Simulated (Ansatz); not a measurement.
in.yaml

```yaml
crystal:
  periodic: [false, false, false]
  atoms:
    - {symbol: Al, position_ang: [0.000000, -0.394814, 2.233308]}
    - {symbol: Al, position_ang: [0.000000, 0.833312, 0.009660]}
    - {symbol: Cl, position_ang: [0.000000, -0.402256, -1.703598]}
    - {symbol: H, position_ang: [0.000000, 2.410685, -0.120119]}
basis:
  gaussian: {orbitals: cc-pVDZ}
magnetization: {spin_polarized: false, initial_magnetization: 2}
correlation: {method: bccd_t, electrons: outside_noble_gas}
```

```sh
$ ansatz run in.yaml --threads 1 --pin off --events-out ev --progress --plain --max-ram 2393MiB
```

Roughly how long does this take on 1 thread of Arm Neoverse N1, shared host, and how much host memory?

19 s wall and 0.18 GiB.

```
600 factors; integrals over basis functions are off by at most 8.8e-4 eV
mean field evaluation 1: about -25684.4111 eV, gradient 1.2e1 eV
mean field evaluation 2: about -25684.4150 eV, gradient 1.2e1 eV
mean field evaluation 4: about -25685.7674 eV, gradient 1.5e0 eV
mean field evaluation 8: about -25685.8766 eV, gradient 2.9e-1 eV
mean field evaluation 16: about -25685.5950 eV, gradient 5.2e0 eV
mean field evaluation 32: about -25685.8874 eV, gradient 5.6e-5 eV
mean field evaluation 64: about -25685.5195 eV, gradient 2.9e-5 eV
mean field evaluation 96: about -25682.7627 eV, gradient 2.4e0 eV
mean field evaluation 128: about -25682.7471 eV, gradient 1.6e-1 eV
mean field evaluation 160: about -25685.8858 eV, gradient 1.9e-1 eV
mean field evaluation 192: about -25683.6881 eV, gradient 1.3e-2 eV
mean field evaluation 224: about -25679.7063 eV, gradient 2.7e-2 eV
mean field -25685.88743793 eV, -943.9389528243 hartree, gradient 2.8e-6 eV, S^2 2.000000; 9 other end points of the search recorded, 0 dependent functions left out
mean field evaluation 256: about -25685.8979 eV, gradient 7.4e-1 eV
determinant -25685.88743793 eV, -943.9389528243 hartree, with singles and doubles -25693.01061270 eV, -944.2007246686 hartree
determinant -25685.51949589 eV, -943.9254312034 hartree, with singles and doubles -25692.53435591 eV, -944.1832225544 hartree
determinant -25683.68809543 eV, -943.8581284778 hartree, with singles and doubles -25691.12878015 eV, -944.1315685980 hartree
determinant -25682.74564799 eV, -943.8234941733 hartree, with singles and doubles -25690.23526547 eV, -944.0987325390 hartree
determinant -25685.88743793 eV, -943.9389528243 hartree, with singles and doubles -25693.01140554 eV, -944.2007538050 hartree
determinant -25685.51949589 eV, -943.9254312034 hartree, with singles and doubles -25692.53506941 eV, -944.1832487749 hartree
mean field evaluation 288: about -25685.8874 eV, gradient 9.0e-5 eV
15 core orbitals not correlated: weight in the atoms' cores, before any rotation towards them, 1.000 or more for the frozen orbitals, at most 0.000 for the correlated occupied ones
reference -25685.88743793 eV, -943.9389528243 hartree; 8, 6 occupied and 36, 38 virtual orbitals, 600 factors
second order -6.07216785 eV of doubles, -0.04492185 eV of singles
cycle   1  -7.13100352 eV  change   -7.0e-3 eV  update   1.1e-2
cycle   2  -7.12565136 eV  change    5.4e-3 eV  update   5.4e-3
cycle   3  -7.12320172 eV  change    2.4e-3 eV  update   3.4e-3
cycle   4  -7.12466283 eV  change   -1.5e-3 eV  update   1.7e-3
cycle   5  -7.12545770 eV  change   -7.9e-4 eV  update   6.5e-4
cycle   6  -7.12550358 eV  change   -4.6e-5 eV  update   2.5e-4
cycle   7  -7.12554295 eV  change   -3.9e-5 eV  update   1.1e-4
cycle   8  -7.12554618 eV  change   -3.2e-6 eV  update   4.2e-5
cycle   9  -7.12553582 eV  change    1.0e-5 eV  update   1.8e-5
cycle  10  -7.12553242 eV  change    3.4e-6 eV  update   8.6e-6
perturbative correction -0.19206623 eV, -0.0070583036 hartree
Total energy: -25693.20503658 eV, -944.2078696146 hartree
```

For the same geometry and basis UCCSDT(Q) lies 51.9 meV lower.
